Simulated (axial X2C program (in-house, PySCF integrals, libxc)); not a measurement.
## Cl₂: cheaper levels and CCSD(T), with spin–orbit coupling

Calculated with an in-house all-electron X2C program for linear molecules (integrals from PySCF). Two-component (2c) means X2C with spin–orbit coupling and atomic mean-field two-electron Coulomb and Gaunt terms. Basis: Cl dyall-av3z [9s8p3d2f] (cores contracted in-house); Gaussian nuclei, density fitting, unrestricted open shells. Masses: Cl 34.969 u.

State: Ω = 0 (closed shell); fragments Cl + Cl.

```csv
level,Re (Å),ωe (cm⁻¹),De (eV)
PBE0,1.994,573.2,2.50
HF,1.985,610.0,0.624
MP2,1.999,569.2,2.43
CCSD,2.012,553.1,2.11
r2SCAN,2.008,549.5,2.51
```

Correlated methods: 14 electrons correlated (number of frozen shells: Cl 2 s, 1 p), 194 virtual spin orbitals or spinors in MP2, 90 natural virtuals in coupled cluster.

CCSD(T), same Hamiltonian and basis:

Re = 2.020 Å, ωe = 536.9 cm⁻¹, De = 2.25 eV; T1 = 0.008 (Lee–Taylor normalisation).

Q: Give the differences from CCSD(T) in the columns below.

A: 

| level | ΔRe (Å) | Δωe (cm⁻¹) | ΔDe (eV) |
| --- | --- | --- | --- |
| PBE0 | -0.026 | 36 | 0.25 |
| HF | -0.035 | 73 | -1.63 |
| MP2 | -0.021 | 32 | 0.18 |
| CCSD | -0.008 | 16 | -0.14 |
| r2SCAN | -0.012 | 13 | 0.26 |

Occupations by symmetry block were frozen at the best pattern of an incomplete PBE0 search. Closed shells are restricted here (equal orbitals for both partners); the stretched side of such a curve lies too high. De is counted from the lowest determinant-based energies of the atoms at the same level, without counterpoise correction. Coupled cluster ran in a truncated set of natural virtual spinors; the MP2 energy of the rest was added. (T) has no such correction and the atoms are truncated less, which lowers De at CCSD(T) by a hundredth of an eV or more. A 2c atom that is not at its ground J level misses part of its spin–orbit lowering, and De is too large by that part (0.04 eV or less for light atoms). This holds for PBE0, r2SCAN. Without a current term, density functionals place determinants with orbital angular momentum somewhat too high.
